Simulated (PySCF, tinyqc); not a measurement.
Worked calculation: RHF in the sto-3g basis, for H2O, spin multiplicity 1. The lowest restricted solution is unstable here: a spin-polarised one lies 0.0008 hartree lower (PySCF). One step of it, computed by the program tinyqc.

Task: Iteration 12 (converged): orbitals. Diagonalise F' = X^T F X, C = X C', fill 5 alpha and 5 beta electrons from the bottom; D = 2 C_occ C_occ^T. Each column has its largest component positive (the first on a tie).

converged F (hartree), lower triangle:
```
,1O 1s,1O 2s,1O 2px,1O 2py,1O 2pz,2H 1s,3H 1s
1O 1s,-20.283775
1O 2s,-5.167052,-2.389835
1O 2px,0.000001,0.000000,-0.393095
1O 2py,0.000000,0.000000,-0.000005,-0.169626
1O 2pz,-0.020789,-0.032244,-0.000006,-0.000001,-0.207357
2H 1s,-0.555795,-0.581183,0.000004,-0.303726,-0.278323,-0.285235
3H 1s,-0.555795,-0.581183,0.000001,0.303725,-0.278324,-0.146471,-0.285235
```

X:
```
,1,2,3,4,5,6,7
1O 1s,-0.415714,0.000000,0.688632,0.000000,0.605325,0.000000,0.225001
1O 2s,0.925710,0.000000,-0.281297,0.000000,0.314274,0.000000,0.474524
1O 2px,0.000000,0.000000,0.000000,1.000000,0.000000,0.000000,0.000000
1O 2py,0.000000,0.793257,0.000000,0.000000,0.000000,0.694416,0.000000
1O 2pz,0.421059,0.000000,0.686102,0.000000,-0.604744,0.000000,0.227015
2H 1s,-0.566552,-0.686008,-0.227503,0.000000,-0.190052,0.401490,0.389481
3H 1s,-0.566552,0.686008,-0.227503,0.000000,-0.190052,-0.401490,0.389481
```

Give: F' = X^T F X; orbital energies; coefficients C; D after iteration 12.

Result:

F' = X^T F X (hartree), lower triangle:
```
,1,2,3,4,5,6,7
1,-0.9470
2,0.0000,0.4238
3,3.0008,0.0000,-7.5823
4,0.0000,0.0000,0.0000,-0.3931
5,2.7104,0.0000,-8.1306,0.0000,-9.4472
6,0.0000,0.0789,0.0000,0.0000,0.0000,-0.4652
7,1.1434,0.0000,-4.2643,0.0000,-4.9661,0.0000,-3.5420
```

orbital energies (hartree): MO1 -20.2916, MO2 -1.1675, MO3 -0.4722, MO4 -0.4130, MO5 -0.3931, MO6 0.3535, MO7 0.4307

coefficients C:
```
,MO1,MO2,MO3,MO4,MO5,MO6,MO7
1O 1s,0.9947,-0.2475,0.0000,0.0774,0.0000,-0.0861,0.0000
1O 2s,0.0222,0.9416,0.0000,-0.3881,0.0001,0.4715,0.0000
1O 2px,0.0000,0.0000,0.0000,0.0001,1.0000,0.0000,0.0000
1O 2py,0.0000,0.0000,0.6221,0.0000,0.0000,0.0000,0.8511
1O 2pz,0.0021,0.0457,0.0000,0.7168,-0.0001,0.7412,0.0000
2H 1s,-0.0033,0.1182,0.4601,0.3809,-0.0001,-0.6337,-0.6481
3H 1s,-0.0033,0.1182,-0.4601,0.3809,0.0000,-0.6336,0.6481
```

D after iteration 12, lower triangle:
```
,1O 1s,1O 2s,1O 2px,1O 2py,1O 2pz,2H 1s,3H 1s
1O 1s,2.1133
1O 2s,-0.4819,2.0753
1O 2px,0.0000,0.0000,2.0000
1O 2py,0.0000,0.0000,0.0000,0.7741
1O 2pz,0.0925,-0.4701,0.0000,0.0000,1.0317
2H 1s,-0.0062,-0.0732,0.0000,0.5725,0.5568,0.7415
3H 1s,-0.0062,-0.0732,0.0000,-0.5725,0.5568,-0.1054,0.7415
```
